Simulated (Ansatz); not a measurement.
This geometry of CH₅N₂ (8 atoms, charge 1, multiplicity 1) is a first-order saddle point.

These are results of RKS LDA/def2-SVP (Ansatz), not measurements.

```xyz
8
Properties=species:S:1:pos:R:3
N -0.843 0.654 -0.530
C 0.105 0.270 0.251
N 0.610 -0.990 0.110
H -1.194 -0.015 -1.243
H -1.263 1.598 -0.469
H 0.455 1.017 1.008
H 0.505 -1.551 0.976
H 1.625 -0.983 -0.104
```

Q: Which two structures does it join? (They come from a converged band through this point; their orientation in space is the band's.)

A: No bond is made or broken. The dihedral N1–C2–N3–H7 goes from 180 to 0°. The two ends are copies of one structure, up to a mirror image or an exchange of like atoms.

First end point:

```xyz
8
Properties=species:S:1:pos:R:3
N -0.531 0.794 -0.690
C -0.032 0.207 0.368
N 0.557 -0.961 0.392
H -0.507 0.377 -1.631
H -0.975 1.717 -0.604
H -0.114 0.750 1.331
H 0.917 -1.337 1.278
H 0.685 -1.546 -0.446
```

Last end point:

```xyz
8
Properties=species:S:1:pos:R:3
N -0.531 0.794 -0.690
C -0.032 0.207 0.368
N 0.557 -0.961 0.392
H -0.507 0.377 -1.631
H -0.975 1.717 -0.604
H -0.114 0.750 1.331
H 0.685 -1.547 -0.445
H 0.917 -1.337 1.279
```

Q: How far does it lie above each of them?

A: 122.8 kJ/mol above the first and 122.8 kJ/mol above the second. This is the barrier of this one path; another mechanism may lie lower. Limits of this set-up: the dipole of an ion depends on the origin.

Run time: 63 s on 1 CPU thread of a shared host.
